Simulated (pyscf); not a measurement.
Structures and frequencies: ωB97X-D3(BJ)/def2-SVP in PySCF.

### Question
F–CH₂–CH(F)–F → fluoromethane (H₃C–F) + difluorocarbene (F–C:–F) [singlet]
Surface: singlet. Broken: C–C, C–H. Formed: C–H. Give ΔE‡ and ΔE from PBE/def2-TZVP, relative to the reactant's lowest minimum found.

### Answer
ΔE‡ = 85.3 kcal/mol, ΔE = +60.4 kcal/mol. CCSD(T)/def2-TZVPP + ΔMP2(QZVPP) gives 95.5 kcal/mol and +60.0 kcal/mol. Zero-point energy shifts the barrier by -4.3 kcal/mol. It is a 1,1-elimination, with an imaginary mode of 1400i cm⁻¹. F–CH₂–CH(F)–F lies 19.8 kcal/mol over its isomer H₃C–C(F)(F)–F, and others may lie lower still (electronic energy, ωB97M-D3(BJ)). One saddle was located; it need not be the lowest between these sides. The CCSD(T) − MP2 part came from Ansatz, without density fitting, on the same reference.
